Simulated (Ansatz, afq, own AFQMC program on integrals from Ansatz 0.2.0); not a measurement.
# AlNH4 (triplet): AFQMC on the coupled-cluster ladder at distance Al1–H4 along a hydrogen transfer = 1.586 Å, cc-pVTZ

How near does AFQMC come to the top of the ladder for AlNH4 (triplet)?

The runs use Ansatz 0.2.0, Gaussian basis, and an in-house AFQMC program (afq) on its integrals; all values are calculated; cc-pVTZ, frozen cores.

To be run: CCSD(T) on UHF; PBE (unrestricted); r2SCAN (unrestricted); PBE0 (unrestricted); B3LYP (unrestricted); wB97M-V (unrestricted); B2PLYP (unrestricted); Phaseless AFQMC, CISD trial on UHF; Phaseless AFQMC, single-determinant trial on UHF.

1 further run of the same task is left out (it didn't finish).

## 1. What is computed

The geometry derives from fragments relaxed apart (PBE0/def2-TZVP) and kept rigid, so it is no stationary point. A hydrogen atom is moved between rigid fragments.

6 atoms, charge 0, spin multiplicity 3.

Atoms are counted from 1 here; the program's logs count them from 0.

Bond lengths: Al1–H2 1.586 Å, Al1–H3 1.586 Å, Al1–H4 1.586 Å, N5–H6 1.040 Å. Angles: H2–Al1–H3 120.0°, H2–Al1–H4 120.0°, H3–Al1–H4 120.0°.

As a file:

```xyz
6
AlH4N
Al   -0.9966    0.0225    0.0000
H    -1.7895    1.3959    0.0000
H    -1.7895   -1.3509    0.0000
H     0.5893    0.0225    0.0000
N     1.9734    0.0225    0.0000
H     2.2425   -0.9817    0.0000
```

## 2. CCSD(T) on UHF

Contents of in.yaml:

```yaml
crystal:
  periodic: [false, false, false]
  atoms:
    - {symbol: Al, position_ang: [-0.996550, 0.022483, 0.000000]}
    - {symbol: H, position_ang: [-1.789474, 1.395868, 0.000000]}
    - {symbol: H, position_ang: [-1.789474, -1.350901, 0.000000]}
    - {symbol: H, position_ang: [0.589297, 0.022483, 0.000000]}
    - {symbol: N, position_ang: [1.973450, 0.022483, 0.000000]}
    - {symbol: H, position_ang: [2.242531, -0.981743, 0.000000]}
basis:
  gaussian: {orbitals: cc-pVTZ}
magnetization: {spin_polarized: true, initial_magnetization: 2}
correlation: {method: ccsd_t, electrons: outside_noble_gas, hamiltonian_folder: ham}
```

Launch:

```bash
> ansatz run in.yaml --threads 1 --pin off --events-out ev --progress --plain --max-ram 16896MiB --backend cuda --devices 0, --max-vram 18GiB
```

Standard output (excerpt; [...] marks lines left out):

```text
Functional definition: HF
  name "HF"
  cite "Fock, Z. Phys. 61, 126 (1930) doi:10.1007/BF01340294"
  parent pbe
[...]
706 factors; integrals over basis functions are off by at most 1.9e-3 eV
[...]
mean field -8124.70740053 eV, -298.5774898450 hartree, gradient 3.8e-6 eV, S^2 2.037523; 2 other end points of the search recorded, 0 dependent functions left out
determinant -8124.70740053 eV, -298.5774898450 hartree, with singles and doubles -8132.89581470 eV, -298.8784085153 hartree
determinant -8121.88461333 eV, -298.4737543289 hartree, with singles and doubles -8130.37265759 eV, -298.7856842018 hartree
determinant -8121.69645614 eV, -298.4668396795 hartree, with singles and doubles -8130.07593478 eV, -298.7747798399 hartree
6 core orbitals not correlated: weight in the atoms' cores, before any rotation towards them, 1.000 or more for the frozen orbitals, at most 0.000 for the correlated occupied ones
reference -8124.70740053 eV, -298.5774898450 hartree; 7, 5 occupied and 107, 109 virtual orbitals, 706 factors
second order -6.90951040 eV of doubles, -0.00000000 eV of singles
cycle   1  -8.01813904 eV  change   -6.8e-1 eV  update   2.3e-2
[...]
cycle  10  -8.04166179 eV  change    4.1e-6 eV  update   1.2e-5
perturbative correction -0.22798853 eV, -0.0083784239 hartree
Total energy: -8132.97705086 eV, -298.8813938891 hartree
```

It took 3.2 s on 1 × NVIDIA H100 80GB HBM3 with 1 thread of AMD EPYC 7R13 (Zen 3), shared host; peak host memory 0.84 GiB.

From the report: ⟨S²⟩ of the determinant 2.038 (pure triplet: 2.00); correlation -8.2697 eV; T1 0.020; largest double amplitude 0.02.

This run also writes the integrals to the folder ham.

## 3. PBE (unrestricted)

Changes to in.yaml since step 2:

```diff
@@ -12,2 +12,3 @@
 magnetization: {spin_polarized: true, initial_magnetization: 2}
-correlation: {method: ccsd_t, electrons: outside_noble_gas, hamiltonian_folder: ham}
+hamiltonian: {xc: {name: PBE}}
+output: {orbitals: {seedname: orbitals}}
```

Launch:

```bash
> ansatz run in.yaml --threads 1 --pin off --events-out ev --progress --plain --max-ram 5632MiB --backend cpu
```

Standard output:

```text
Functional definition: PBE
  name "PBE"
  cite "Perdew, Burke & Ernzerhof, Phys. Rev. Lett. 77, 3865 (1996) doi:10.1103/PhysRevLett.77.3865"
  parent pbe
  parameter kappa = 0.804
  parameter beta = 0.06672455060314922
  exchange = pbe_x(kappa = kappa, mu = beta*pi^2/3)
  correlation = pbe_c(beta = beta)
688 factors; their error is unknown
mean field evaluation 1: about -8138.1630 eV, gradient 2.9e1 eV
mean field evaluation 2: about -8115.5165 eV, gradient 6.1e1 eV
mean field evaluation 4: about -8142.0677 eV, gradient 3.5e0 eV
mean field evaluation 8: about -8142.1458 eV, gradient 1.8e-1 eV
mean field evaluation 16: about -8142.1459 eV, gradient 2.4e-5 eV
mean field -8142.14586249 eV, -299.2183415019 hartree, gradient 2.4e-5 eV, S^2 2.006071; 3 other end points of the search recorded, 0 dependent functions left out
reference -8142.14590619 eV, -299.2183431076 hartree; 13, 11 occupied and 107, 109 virtual orbitals, 688 factors
Total energy: -8142.14590619 eV, -299.2183431076 hartree
```

It took 3.5 s on 1 thread of AMD EPYC 7R13 (Zen 3), shared host; peak memory 0.73 GiB.

From the report: ⟨S²⟩ of the determinant 2.006 (pure triplet: 2.00).

## 4. r2SCAN (unrestricted)

Changes to in.yaml since step 3:

```diff
@@ -12,3 +12,2 @@
 magnetization: {spin_polarized: true, initial_magnetization: 2}
-hamiltonian: {xc: {name: PBE}}
-output: {orbitals: {seedname: orbitals}}
+hamiltonian: {xc: {name: r2SCAN}}
```

Launched as before.

Standard output:

```text
Functional definition: r2SCAN
  name "r2SCAN"
  cite "Furness, Kaplan, Ning, Perdew & Sun, J. Phys. Chem. Lett. 11, 8208 (2020) doi:10.1021/acs.jpclett.0c02405"
  cite "Furness, Kaplan, Ning, Perdew & Sun, J. Phys. Chem. Lett. 11, 9248 (2020) doi:10.1021/acs.jpclett.0c03077"
  parent r2scan
  parameter k0 = 0.174
  parameter k1 = 0.065
  parameter a1 = 4.9479
  exchange = r2scan_x(k0 = k0, k1 = k1, a1 = a1)
  correlation = r2scan_c
688 factors; their error is unknown
mean field evaluation 1: about -8143.2992 eV, gradient 2.5e1 eV
mean field evaluation 2: about -8127.2539 eV, gradient 5.1e1 eV
mean field evaluation 4: about -8146.3432 eV, gradient 2.2e0 eV
mean field evaluation 8: about -8146.3704 eV, gradient 1.9e-1 eV
mean field evaluation 16: about -8146.3706 eV, gradient 5.9e-5 eV
mean field -8146.37055489 eV, -299.3735960838 hartree, gradient 5.9e-5 eV, S^2 2.012525; 0 other end points of the search recorded, 0 dependent functions left out
reference -8146.37057134 eV, -299.3735966884 hartree; 13, 11 occupied and 107, 109 virtual orbitals, 688 factors
Total energy: -8146.37057134 eV, -299.3735966884 hartree
```

It took 3.7 s on 1 thread of AMD EPYC 7R13 (Zen 3), shared host; peak memory 0.94 GiB.

From the report: ⟨S²⟩ of the determinant 2.013 (pure triplet: 2.00).

## 5. PBE0 (unrestricted)

Changes to in.yaml since step 4:

```diff
@@ -12,2 +12,3 @@
 magnetization: {spin_polarized: true, initial_magnetization: 2}
-hamiltonian: {xc: {name: r2SCAN}}
+hamiltonian: {xc: {name: PBE0}}
+output: {orbitals: {seedname: orbitals}}
```

Same command.

Standard output:

```text
Functional definition: PBE0
  name "PBE0"
  cite "Adamo & Barone, J. Chem. Phys. 110, 6158 (1999) doi:10.1063/1.478522"
  cite "Perdew, Burke & Ernzerhof, Phys. Rev. Lett. 77, 3865 (1996) doi:10.1103/PhysRevLett.77.3865"
  parent pbe
  parameter a = 0.25
  parameter kappa = 0.804
  parameter beta = 0.06672455060314922
  exchange = (1 - a)*pbe_x(kappa = kappa, mu = beta*pi^2/3) + a*exact_x
  correlation = pbe_c(beta = beta)
703 factors; their error is unknown
mean field evaluation 1: about -8140.5802 eV, gradient 2.2e1 eV
mean field evaluation 2: about -8138.2467 eV, gradient 3.0e1 eV
mean field evaluation 4: about -8142.8988 eV, gradient 7.5e-1 eV
mean field evaluation 8: about -8142.9201 eV, gradient 1.6e-1 eV
mean field evaluation 16: about -8142.9202 eV, gradient 3.6e-5 eV
mean field -8142.92019243 eV, -299.2467976021 hartree, gradient 3.6e-5 eV, S^2 2.011177; 0 other end points of the search recorded, 0 dependent functions left out
reference -8142.92022494 eV, -299.2467987969 hartree; 13, 11 occupied and 107, 109 virtual orbitals, 703 factors
Total energy: -8142.92022494 eV, -299.2467987969 hartree
```

It took 2.2 s on 1 thread of AMD EPYC 7R13 (Zen 3), shared host; peak memory 1.3 GiB.

From the report: ⟨S²⟩ of the determinant 2.011 (pure triplet: 2.00).

## 6. B3LYP (unrestricted)

Changes to in.yaml since step 5:

```diff
@@ -12,3 +12,2 @@
 magnetization: {spin_polarized: true, initial_magnetization: 2}
-hamiltonian: {xc: {name: PBE0}}
-output: {orbitals: {seedname: orbitals}}
+hamiltonian: {xc: {name: B3LYP}}
```

Launched as before.

Standard output (excerpt; [...] marks lines left out):

```text
Functional definition: B3LYP
  name "B3LYP"
  cite "Stephens, Devlin, Chabalowski & Frisch, J. Phys. Chem. 98, 11623 (1994) doi:10.1021/j100096a001"
  cite "Becke, Phys. Rev. A 38, 3098 (1988) doi:10.1103/PhysRevA.38.3098"
  cite "Lee, Yang & Parr, Phys. Rev. B 37, 785 (1988) doi:10.1103/PhysRevB.37.785"
  cite "Vosko, Wilk & Nusair, Can. J. Phys. 58, 1200 (1980) doi:10.1139/p80-159"
[...]
700 factors; their error is unknown
[...]
mean field -8148.81404297 eV, -299.4633926147 hartree, gradient 1.8e-5 eV, S^2 2.009233; 0 other end points of the search recorded, 0 dependent functions left out
reference -8148.81429171 eV, -299.4634017558 hartree; 13, 11 occupied and 107, 109 virtual orbitals, 700 factors
Total energy: -8148.81429171 eV, -299.4634017558 hartree
```

It took 2.1 s on 1 thread of AMD EPYC 7R13 (Zen 3), shared host; peak memory 1.7 GiB.

From the report: ⟨S²⟩ of the determinant 2.009 (pure triplet: 2.00).

## 7. wB97M-V (unrestricted)

Changes to in.yaml since step 6:

```diff
@@ -12,2 +12,3 @@
 magnetization: {spin_polarized: true, initial_magnetization: 2}
-hamiltonian: {xc: {name: B3LYP}}
+hamiltonian: {xc: {name: wB97M-V}}
+output: {orbitals: {seedname: orbitals}}
```

Same command.

Standard output (excerpt; [...] marks lines left out):

```text
Functional definition: wB97M-V
  name "wB97M-V"
  cite "Mardirossian & Head-Gordon, J. Chem. Phys. 144, 214110 (2016) doi:10.1063/1.4952647"
  cite "Becke, J. Chem. Phys. 107, 8554 (1997) doi:10.1063/1.475007"
  cite "Vydrov & Van Voorhis, J. Chem. Phys. 133, 244103 (2010) doi:10.1063/1.3521275"
  # Of w^i u^j: cxij and so on, Table III.
[...]
  gx(w, u) = 1 - cx + cx01*u + cx10*w
  gss(w, u) = css00 + css04*u^4 + css10*w + css20*w^2 + css43*w^4*u^3
  gos(w, u) = cos00 + cos10*w + (cos20 + cos21*u)*w^2 + (cos60 + cos61*u)*w^6
[...]
      + integral(e_c_pw_mod_opposite_spin*gos(b97_w_opposite, b97_u_opposite)) + vv10(b, c)
688 factors; their error is unknown
174 factors; integrals over basis functions are off by at most 1.9e-5 eV
[...]
mean field -8146.38780395 eV, -299.3742299753 hartree, gradient 3.7e-5 eV, S^2 2.010316; 0 other end points of the search recorded, 0 dependent functions left out
reference -8146.38785446 eV, -299.3742318314 hartree; 13, 11 occupied and 107, 109 virtual orbitals, 688 factors
Total energy: -8146.38785446 eV, -299.3742318314 hartree
```

It took 7.5 s on 1 thread of AMD EPYC 7R13 (Zen 3), shared host; peak memory 1.7 GiB.

From the report: ⟨S²⟩ of the determinant 2.010 (pure triplet: 2.00).

## 8. B2PLYP (unrestricted)

Changes to in.yaml since step 7:

```diff
@@ -12,3 +12,3 @@
 magnetization: {spin_polarized: true, initial_magnetization: 2}
-hamiltonian: {xc: {name: wB97M-V}}
-output: {orbitals: {seedname: orbitals}}
+hamiltonian: {xc: {name: B2PLYP}}
+correlation: {electrons: outside_noble_gas}
```

Same command.

Standard output (excerpt; [...] marks lines left out):

```text
Functional definition: B2PLYP
  name "B2PLYP"
  cite "Grimme, J. Chem. Phys. 124, 034108 (2006) doi:10.1063/1.2148954"
  cite "Becke, Phys. Rev. A 38, 3098 (1988) doi:10.1103/PhysRevA.38.3098"
  cite "Lee, Yang & Parr, Phys. Rev. B 37, 785 (1988) doi:10.1103/PhysRevB.37.785"
[...]
706 factors; integrals over basis functions are off by at most 1.9e-3 eV
[...]
mean field -8141.06566482 eV, -299.1786449697 hartree, gradient 7.5e-6 eV, S^2 2.018832; 0 other end points of the search recorded, 0 dependent functions left out
6 core orbitals not correlated: weight in the atoms' cores, before any rotation towards them, 1.000 or more for the frozen orbitals, at most 0.000 for the correlated occupied ones
reference -8141.06582141 eV, -299.1786507242 hartree; 7, 5 occupied and 107, 109 virtual orbitals, 706 factors
second order -8.59864586 eV of doubles, -0.00000000 eV of singles
Total energy: -8143.38745579 eV, -299.2639692141 hartree
```

Wall time 3.1 s (1 thread of AMD EPYC 7R13 (Zen 3), shared host); peak memory 1.7 GiB.

From the report: ⟨S²⟩ of the determinant 2.019 (pure triplet: 2.00).

## 9. Phaseless AFQMC, CISD trial on UHF

It reads the integrals that the CCSD(T) run on this determinant wrote.

Launch:

```bash
> afq ham --method phaseless --trial cisd --walkers 600 --populations 10 --least-time 60 --time-step 0.005 --steps-per-block 50 --equilibration-blocks 28 --max-blocks 4000 --target-error 0.00021 --factor-cut 1e-05 --start spin_pure --seed 8141 --release-times 0.24,0.51,0.99,1.62,2.4 --release-step 0.03 --release-every 3 --taylor-order 6
```

Standard output:

```text
orbitals 114  electrons 7 5  factors 701 of 706
reference energy -298.57748985 Eh
CCSD correlation -0.29552585 Eh in 13 cycles, weight of the determinant in the CISD state 0.8730
energy of the start -298.871573 Eh
 block  time / (1/Eh)  mean weight  energy / Eh
     1     0.250  0.9992  -298.869168
     2     0.500  1.0006  -298.871130
     3     0.750  0.9993  -298.874208
     4     1.000  1.0001  -298.876346
     5     1.250  0.9991  -298.879104
     6     1.500  0.9997  -298.881463
     7     1.750  0.9988  -298.883163
     8     2.000  0.9991  -298.882799
     9     2.250  1.0003  -298.883055
    10     2.500  0.9999  -298.881557
    13     3.250  0.9993  -298.881228
    16     4.000  1.0003  -298.882787
    19     4.750  1.0008  -298.882312
    22     5.500  1.0004  -298.881145
    25     6.250  0.9994  -298.881375
    28     7.000  0.9994  -298.881491
    31     7.750  0.9997  -298.881987
    34     8.500  0.9994  -298.883320
    37     9.250  1.0005  -298.880462
    40    10.000  1.0004  -298.882583
    43    10.750  1.0002  -298.883140
    46    11.500  1.0003  -298.884241
    49    12.250  0.9990  -298.885393
    52    13.000  1.0001  -298.881653
    55    13.750  1.0003  -298.884220
    58    14.500  1.0003  -298.880469
    61    15.250  1.0011  -298.883323
    64    16.000  0.9997  -298.882035
    67    16.750  0.9994  -298.880257
    70    17.500  1.0008  -298.882876
    73    18.250  0.9993  -298.881096
    76    19.000  0.9999  -298.882046
    79    19.750  1.0005  -298.883384
    82    20.500  0.9993  -298.880691
    85    21.250  1.0002  -298.879844
    88    22.000  0.9995  -298.882020
    91    22.750  0.9995  -298.883636
    94    23.500  1.0004  -298.882353
    97    24.250  1.0009  -298.883436
   100    25.000  1.0005  -298.882311
   103    25.750  1.0002  -298.882627
   106    26.500  1.0014  -298.883178
   109    27.250  1.0005  -298.881489
   112    28.000  0.9998  -298.883730
   115    28.750  1.0004  -298.882690
   118    29.500  1.0003  -298.882770
   121    30.250  1.0003  -298.883755
   124    31.000  1.0003  -298.884310
   127    31.750  1.0011  -298.884211
   130    32.500  0.9998  -298.881691
   133    33.250  1.0003  -298.880451
   136    34.000  1.0004  -298.882522
   139    34.750  0.9993  -298.883417
   142    35.500  0.9992  -298.882894
   145    36.250  1.0006  -298.883325
   148    37.000  1.0006  -298.882758
   151    37.750  0.9998  -298.883740
   154    38.500  1.0002  -298.883139
   157    39.250  0.9988  -298.881610
error from the spread of 10 populations
released: time / (1/Eh)  energy / Eh  error  mean overlap
  0.24  -298.882673  0.000181  0.9989
  0.51  -298.883013  0.000201  0.9964
  0.99  -298.882996  0.000160  0.9859
  1.62  -298.882878  0.000308  0.9754
  2.40  -298.883187  0.000339  0.9552
energy -298.882821 +/- 0.000182 Eh
```

Wall time 90 s (1 × NVIDIA H100 80GB HBM3 with 2 threads of AMD EPYC 7R13 (Zen 3), shared host); peak host memory 1.7 GiB.

Energy -8133.0159 ± 0.0050 eV. Caveats: constraint bias not in the error.

## 10. Phaseless AFQMC, single-determinant trial on UHF

It reads the integrals that the CCSD(T) run on this determinant wrote.

Launch:

```bash
> afq ham --method phaseless --trial hf --walkers 600 --populations 10 --least-time 40 --time-step 0.005 --steps-per-block 20 --equilibration-blocks 112 --max-blocks 4000 --target-error 0.0010500000000000002 --factor-cut 1e-05 --start spin_pure --seed 6321 --taylor-order 6
```

Standard output:

```text
orbitals 114  electrons 7 5  factors 701 of 706
reference energy -298.57748985 Eh
CCSD correlation -0.29552585 Eh in 13 cycles, weight of the determinant in the CISD state 0.8730
energy of the start -298.578401 Eh
 block  time / (1/Eh)  mean weight  energy / Eh
     1     0.100  1.0013  -298.660180
     2     0.200  1.0024  -298.713071
     3     0.300  1.0016  -298.749981
     4     0.400  1.0019  -298.767783
     5     0.500  1.0008  -298.791859
     6     0.600  1.0006  -298.797189
     7     0.700  1.0006  -298.820369
     8     0.800  1.0009  -298.833581
     9     0.900  1.0010  -298.836317
    10     1.000  1.0016  -298.844563
    15     1.500  1.0001  -298.873795
    29     2.900  0.9997  -298.886447
    43     4.300  0.9999  -298.882027
    57     5.700  1.0003  -298.882590
    71     7.100  1.0004  -298.881724
    85     8.500  1.0002  -298.886372
    99     9.900  0.9998  -298.872023
   113    11.300  0.9993  -298.871266
   127    12.700  0.9991  -298.890365
   141    14.100  1.0001  -298.885671
   155    15.500  0.9992  -298.886499
   169    16.900  1.0002  -298.881407
   183    18.300  0.9992  -298.886404
   197    19.700  0.9999  -298.884217
   211    21.100  0.9979  -298.890107
   225    22.500  1.0008  -298.890836
   239    23.900  0.9998  -298.881243
   253    25.300  0.9995  -298.891637
   267    26.700  1.0001  -298.881780
   281    28.100  0.9992  -298.892437
   295    29.500  0.9980  -298.871110
   309    30.900  0.9993  -298.871000
   323    32.300  0.9999  -298.897130
   337    33.700  1.0006  -298.907113
   351    35.100  1.0002  -298.876145
   365    36.500  0.9997  -298.880728
   379    37.900  1.0006  -298.887736
   393    39.300  1.0002  -298.886265
   407    40.700  1.0015  -298.887718
   421    42.100  0.9987  -298.871443
   435    43.500  0.9993  -298.872890
   449    44.900  0.9989  -298.881168
   463    46.300  0.9996  -298.888273
   477    47.700  0.9996  -298.873646
   491    49.100  1.0005  -298.884812
   505    50.500  1.0003  -298.885457
   519    51.900  0.9999  -298.875866
   533    53.300  1.0011  -298.871794
   547    54.700  0.9980  -298.887449
   561    56.100  1.0004  -298.887940
   575    57.500  1.0002  -298.881851
error from the spread of 10 populations
energy -298.883405 +/- 0.001011 Eh
```

Run time: 42 s. Hardware: 1 × NVIDIA H100 80GB HBM3 with 2 threads of AMD EPYC 7R13 (Zen 3), shared host; peak host memory 1.9 GiB.

Energy -8133.0318 ± 0.0275 eV. Caveats: constraint bias not in the error.

## 11. All levels side by side

On the UHF determinant, counted from CCSD(T) (a yardstick, not exact):

```
                                                             level  energy (eV)  from CCSD(T) (kJ/mol)  statistical error (kJ/mol)  time
                                                                HF   -8124.7074                 +797.9                                  
                                                               MP2   -8131.6169                 +131.2                                  
                                                              CCSD   -8132.7491                  +22.0                                  
                                                           CCSD(T)   -8132.9771                    0.0                                  
              Phaseless AFQMC, CISD trial, step 0.005, 600 walkers   -8133.0159                   -3.7                         0.5  90 s
Phaseless AFQMC, single-determinant trial, step 0.005, 600 walkers   -8133.0318                   -5.3                         2.7  42 s
```

The functionals' totals stand on their own zeros and serve differences with other points: PBE -8142.146 eV; r2SCAN -8146.371 eV; PBE0 -8142.920 eV; B3LYP -8148.814 eV; wB97M-V -8146.388 eV; B2PLYP -8143.387 eV.

## 12. What came out

```
                                                     quantity              value
              Phaseless AFQMC, CISD trial on UHF from CCSD(T)  -3.7 ± 0.5 kJ/mol
Phaseless AFQMC, single-determinant trial on UHF from CCSD(T)  -5.3 ± 2.7 kJ/mol
```

On UHF the phaseless walk with the CISD trial lies -3.7 kJ/mol from CCSD(T), 8 times its error bar. Error bars are statistical and leave out the constraint, the time step and what remains of the start.
